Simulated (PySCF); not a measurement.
B(F)3 cation (BF3), SMILES B(F)(F)F (connectivity only; charge and spin as stated), charge +1, multiplicity 2. Coordinates come from a ωB97X-D3(BJ)/def2-TZVP optimisation. The spin state was assumed, not searched. The isomer is the one that the SMILES or the coordinates give; other isomers of the formula were not compared.

Calculation: ωB97X-D3(BJ)/def2-TZVP in PySCF.

Harmonic wavenumbers (cm⁻¹): 375, 404, 525, 675, 863, 1719. Rotational constants (GHz): 13.69, 8.201, 5.129; symmetry number 2.

Work out the zero-point energy and the ideal-gas rigid-rotor harmonic-oscillator thermochemistry at 298.15 K and 1 atm.

ZPE = ½ Σ hcν = ½ × 4560 cm⁻¹ = 6.52 kcal/mol. H − E(el) = 9.54 kcal/mol. Entropy in cal/(mol K): translation 38.56, rotation 22.46, vibration 3.11, spin 1.38, total 65.51. G − E(el) = -9.99 kcal/mol. Cp = 13.59 cal/(mol K).
